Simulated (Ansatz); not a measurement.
A structure relaxed at B3LYP-D4/def2-TZVPD in Ansatz, charge -1, doublet:

```xyz
7

C    -0.3372    0.4959   -0.1156
C    -0.1095   -0.8758   -0.2415
C     0.4215    1.4664    0.5547
H     1.3002    0.9419    1.0039
H    -0.7852   -1.5292   -0.7937
H    -1.2517    0.8375   -0.6250
H     0.7619   -1.3367    0.2171
```

**Question.** Give its formula and point group.

**Answer.** the cluster C3H4⁻. Point group Cs (tolerance 0.1 Å).

**Question.** Summarise the bond lengths by kind (pairs closer than 1.2 times the sum of covalent radii, bridged metal pairs left out).

**Answer.** 2 × C–C 1.40 Å; 4 × C–H 1.09 to 1.12 Å.

The highest occupied level of the charge -1 doublet lies above zero (up to 0.81 eV). It is a level of β spin, whose loss leaves a triplet; that state wasn't run at this geometry and level. The electron is either unbound and held by the finite basis, or the level is raised by self-interaction error. The relaxation made no stability test and no search for a lower SCF solution. The structure comes from a short search, and lower isomers may exist.
